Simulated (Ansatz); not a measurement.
Geometry optimisation, RKS PBE-D4/def2-mTZVP in Ansatz 0.2.0.

input.yaml

```yaml
crystal:
  periodic: [false, false, false]
  atoms:
    - { symbol: Si, position_ang: [-1.53853, 1.30079, -1.51888] }
    - { symbol: Al, position_ang: [0.17176, 0.43334, 0.16939] }
    - { symbol: Si, position_ang: [1.12592, -1.56508, 1.15872] }
    - { symbol: H, position_ang: [-2.6501, 0.97874, -2.44874] }
    - { symbol: H, position_ang: [-1.44127, 2.77055, -1.71234] }
    - { symbol: H, position_ang: [0.43103, 1.98164, 0.358] }
    - { symbol: H, position_ang: [0.85003, -1.56486, 2.61231] }
    - { symbol: H, position_ang: [2.58929, -1.48924, 0.91509] }
    - { symbol: H, position_ang: [0.56473, -2.77249, 0.51547] }
total_charge: 1
basis:
  gaussian: { orbitals: def2-mTZVP }
hamiltonian:
  xc: pbe
  dispersion: d4
relax:
  f_tol: 0.015
  max_steps: 40
output:
  orbitals: {}
```

Launched with:

```bash
$ ansatz run input.yaml --threads 2 --pin off --max-ram 3072MiB --backend cpu --events-out ev --progress --plain --runs-dir out
```

Q: Where does it end, and by what steps?

A: The forces met the threshold. After 33 steps the energy has fallen by 0.969 eV; H5 moved furthest, 2.59 Å. Joined: Si1–H9 (5.02 → 1.70 Å).

```tsv
step	energy less start (eV)	largest force component (eV/Å)	accepted
0	0.0000	0.392	yes
2	-0.1674	0.148	yes
4	-0.2753	0.621	yes
6	-0.3844	0.414	yes
8	-0.4494	0.311	yes
10	-0.4960	0.432	yes
12	-0.5137	0.154	yes
14	-0.5174	0.118	yes
16	-0.5222	0.076	yes
18	-0.5267	0.151	yes
20	-0.5340	0.278	yes
22	-0.5752	0.564	yes
24	-0.6339	0.320	yes
26	-0.6627	0.243	yes
28	-0.8834	0.595	yes
30	-0.9598	0.227	yes
32	-0.9683	0.073	yes
33	-0.9691	0.006	yes
```

```xyz
9
Properties=species:S:1:pos:R:3
Si -0.873 0.496 -1.002
Al 0.249 1.489 0.937
Si 0.831 -0.885 0.758
H -2.262 -0.054 -0.940
H -0.302 0.538 -2.382
H 0.462 2.809 1.765
H 0.089 -1.958 1.486
H 2.055 -1.370 0.051
H -0.147 -0.992 -0.625
```

Whether the end is a true minimum wasn't checked by a vibrational analysis.

Time of the run: 31 s on 2 threads of Intel(R) Xeon(R) Platinum 8488C (Sapphire Rapids), on a shared host, peak memory 0.14 GiB.
